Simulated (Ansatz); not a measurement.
We consider bcc Cs, described by LDA in Ansatz (PAW).

Settings: plane-wave cutoff 520 eV, 18×18×18 k mesh, Fermi–Dirac smearing 0.1 eV, perturbation theory, force constants from a 6×6×6 q mesh, scalar-relativistic PAW data made under PBE.

Computed at the level's own relaxed cell.

Harmonic phonon frequencies (cm⁻¹; i marks an imaginary mode):

```json
[
 {"q point": "N", "frequencies": "8 24 41"},
 {"q point": "H", "frequencies": "37 37 37"}
]
```

No imaginary mode appears at these points.

Ansatz is a quantum-chemistry and plane-wave program.
